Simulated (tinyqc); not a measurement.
Inside a calculation. Method: Pariser-Parr-Pople SCF with singles CI, for the molecule C=CC(=C)C=N (SMILES; centres numbered as the heavy atoms are written). One step of it, computed by the program tinyqc.

Problem. Singles CI, singlets. Over the 4 single excitations with the smallest orbital gaps: A = (e_a - e_i) delta + 2 (ia|jb) - (ij|ab), with (pq|rs) = sum c_mp c_mq gamma_mn c_nr c_ns. f = 2/3 w |mu|^2 in atomic units, mu = sqrt2 sum c_ia sum_m c_mi c_ma R_m.

orbital energies (eV): -13.938839  -11.595857  -9.717688  -2.405272  -0.770411  2.046036

coefficients:
```
         MO1        MO2        MO3        MO4        MO5        MO6
1C  0.218370  -0.410191  -0.530414   0.365239   0.544655   0.269573
2C  0.391719  -0.472722  -0.352980  -0.186542  -0.506405  -0.455249
3C  0.584718  -0.165651   0.369805  -0.329911  -0.082240   0.615065
4C  0.322194  -0.154026   0.581413   0.641576   0.061551  -0.344991
5C  0.476809   0.429113  -0.060524  -0.360075   0.524543  -0.424326
6N  0.354711   0.610717  -0.340010   0.426249  -0.401507   0.206647
```

repulsion gamma_rs (eV), lower triangle:
```
           1C         2C         3C         4C         5C         6N
1C  11.130000
2C   5.346287  11.130000
3C   3.872515   5.345539  11.130000
4C   2.881136   3.871994   5.344569  11.130000
5C   3.517455   3.872515   5.346287   3.872154  11.130000
6N   2.652277   2.919001   3.940988   3.573756   5.476893  12.300000
```

Centres (angstrom, eV; a flat drawing with bonds scaled to 1.40 angstrom):
```
centre          x          y  core charge z          W   gamma_rr
1C       2.100000   0.808000              1  11.160000  11.130000
2C       1.400000  -0.404000              1  11.160000  11.130000
3C       0.000000  -0.404000              1  11.160000  11.130000
4C      -0.700000  -1.617000              1  11.160000  11.130000
5C      -0.700000   0.808000              1  11.160000  11.130000
6N      -2.100000   0.808000              1  14.100000  12.300000
```

Give: singlet CI matrix; singlet excitation energies; oscillator strengths.

Solution.

singlet CI matrix (eV), lower triangle:
```
         3>4     3>5      2>4     2>5
3>4   4.9315
3>5   0.3527  5.8107
2>4  -0.0731  0.2432   6.0362
2>5   0.1126  0.1125  -0.1284  7.9291
```

singlet excitation energies (eV): 4.7882  5.7645  6.2066  7.9481

oscillator strengths: 0.3897  0.3103  0.8559  0.2243
